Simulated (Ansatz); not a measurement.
## CH5FN2, SMILES NC(N)F: a short molecular-dynamics run, step by step

Computed with the Python package of Ansatz (0.2.0).

Notebook, run cell by cell (the value of a cell's last expression is shown):

**Cell 1**
```python
import ansatz
import numpy as np
```

**Cell 2**
```python
geometry_ang = [
    ('N', (-0.9175, 0.4287, -0.4787)),
    ('C', (0.3709, 0.0909, -0.2104)),
    ('N', (0.256, -0.5127, 1.0577)),
    ('F', (0.8113, -0.847, -1.0941)),
    ('H', (-0.9757, 0.9098, -1.4209)),
    ('H', (-1.2227, 1.1952, 0.1915)),
    ('H', (1.1131, 0.9249, -0.2441)),
    ('H', (1.1449, -1.0951, 1.152)),
    ('H', (-0.4917, -1.1411, 1.0299)),
]
geometry = ansatz.Crystal.molecule()
for symbol, xyz in geometry_ang:
    geometry = geometry.atom(symbol, xyz)
```

**Cell 3**
```python
model = geometry.calculation()
model = model.basis(gaussian='6-31G*').functional('blyp')
model = model.md('nvt_langevin', timestep=0.25, steps=30, temperature=200, initial_velocities='maxwell_boltzmann', seed=77, friction=0.01)
frames = []
outcome = model.session().plan().execute(on_event=lambda e: frames.append(e['data']) if e['event'] == 'md_step' else None)
print('t (fs)   E_pot (eV)      E_kin (eV)   T (K)   d(0-1) (A)')
for f in frames[::3]:
    xyz = np.array(f['positions_ang'])
    print(f'{f["time_fs"]:6.2f} {f["lagrangian_ev"]:14.5f} {f["e_kin_ev"]:10.5f} {f["temperature_k"]:8.1f} {np.linalg.norm(xyz[0] - xyz[1]):9.4f}')
print('mean temperature', round(float(np.mean([f['temperature_k'] for f in frames])), 1), 'K')
symbols = [site.symbol for site in geometry.cartesian_sites]
with open('last_frame.xyz', 'w') as handle:
    handle.write(f'{len(symbols)}\nt = {frames[-1]["time_fs"]} fs\n')
    handle.writelines('{:2s} {:10.5f} {:10.5f} {:10.5f}\n'.format(s, *xyz) for s, xyz in zip(symbols, frames[-1]['positions_ang']))
```
Output:
```text
t (fs)   E_pot (eV)      E_kin (eV)   T (K)   d(0-1) (A)
  0.00    -6812.41195    0.20682    177.8    1.3587
  0.75    -6812.46721    0.26503    227.8    1.3618
  1.50    -6812.54618    0.32621    280.4    1.3673
  2.25    -6812.60488    0.39909    343.1    1.3754
  3.00    -6812.62212    0.40634    349.3    1.3859
  3.75    -6812.61173    0.39887    342.9    1.3974
  4.50    -6812.60679    0.39499    339.5    1.4095
  5.25    -6812.64053    0.43040    370.0    1.4221
  6.00    -6812.71620    0.49569    426.1    1.4346
  6.75    -6812.80179    0.55774    479.4    1.4463
  7.50    -6812.85163    0.62549    537.7    1.4576
mean temperature 351.6 K
```

File `last_frame.xyz` afterwards:
```text
9
t = 7.5 fs
N    -0.98602    0.48358   -0.52414
C     0.37118    0.09867   -0.15733
N     0.29579   -0.55332    1.07988
F     0.82517   -0.85646   -1.11537
H    -0.98134    0.91442   -1.45059
H    -1.31051    1.13684    0.24054
H     1.10970    0.92319   -0.18577
H     1.21248   -0.95423    1.27728
H    -0.48882   -1.20401    0.95405
```

Notes:
- Total energies depend on the basis set; only differences at equal settings carry meaning.
- The trajectory is only some femtoseconds long, so its temperature is not equilibrated; where the script doesn't relax first, it starts from a rough generated geometry.
- The printed temperature counts all 3N degrees of freedom under Langevin dynamics, so the first row lies under the target.
- The whole script took 68 s on 1 thread of Arm Neoverse V1, with other jobs on the host, peak memory 0.18 GiB.
